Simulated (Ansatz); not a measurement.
A made-up structure of CH4BO, doublet:

C1  (0.345, 0.283, 0.505)
B2  (-0.783, 0.229, -0.534)
O3  (1.269, -0.709, 0.629)
H4  (-0.925, -0.641, -1.272)
H5  (-1.565, 1.066, -0.641)
H6  (0.454, 1.098, 1.174)
H7  (1.140, -1.431, 0.007)
(Å)

It is relaxed with PBE-D4/def2-SVP and then PBE0-D4/def2-TZVP (Ansatz 0.2.0). Atoms count as bonded within 1.22 times the sum of their covalent radii (H–H: 0.88 Å). The end point is not checked to be a true minimum.

Question: Does its bonding change? (A judgement: the text doesn't fix the answer.)

Answer: Computed: No: no bond forms or breaks.

Where it ends: The first stage lowers the energy by 0.27 eV in 5 steps. It ends as CH₄BO ([BH2][CH][OH]):
C1  (0.323, 0.275, 0.480)
B2  (-0.781, 0.225, -0.536)
O3  (1.243, -0.680, 0.626)
H4  (-0.839, -0.734, -1.261)
H5  (-1.575, 1.112, -0.618)
H6  (0.500, 1.073, 1.197)
H7  (1.064, -1.375, -0.021)
(Å)

Labels in which every atom is bracketed show which atoms are joined, not bond orders.

For scale, one of the runs: PBE0-D4/def2-TZVP relaxation, 117 basis functions, launched by `ansatz run in.yaml --threads 2 --pin off --events-out ev --progress --plain --max-ram 4352MiB`. The run took about 15 s on 2 CPU threads of an Arm Neoverse V1 (shared host).
